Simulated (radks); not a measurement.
# O²⁺ in [He] 2s2 3d2: an all-electron calculation

What are the levels of the oxygen ion O2+, how large are its shells, and how does its energy divide?

Program: radks (a radial shooting solver on a logarithmic mesh, Libxc functionals) version 1. Level of theory: scalar-relativistic Kohn-Sham, PBEsol, spin-polarised, spherical densities, finite nucleus; open shells are filled with parallel spins first. These are calculated values, not measurements, unless marked.

**1. What is computed**

* element: oxygen (Z = 8)
* charge: +2
* electrons: 6
* configuration: [He] 2s2 3d2
* nuclear rms radius: 2.6991 fm

The outer shells:

O²⁺
```
[He] core
2s [↑↓]
3d [↑ ][↑ ][  ][  ][  ]
```

**2. The run**

Settings of this run:

```text
Z 8
configuration [He] 2s2 3d2 2p0 3s0
relativity scalar-relativistic
functional pbe_sol,pbe_sol
spin polarised
nucleus finite rms 2.6991 fm
c 137.035999084
```

Q: Predict the outcome of this run.

The runs gave:

```
                        quantity                   value
                    total energy       -69.74026 hartree
exchange-correlation share of it                  8.93 %
                            −T/E                  0.9995
          highest occupied level       3d up, -14.193 eV
    most extended occupied level  3d up, <r> = 2.65 bohr
 radius at density 0.001 e/bohr³               4.18 bohr
    maxima of the radial density                       2
```

What this shows: The radial density shows 2 maxima for 3 occupied principal shells; where shells overlap, one shows as a shoulder or not at all. This is not the tabulated ground configuration, so its levels and sizes aren't those of the ground state, and no measured value stands beside it.
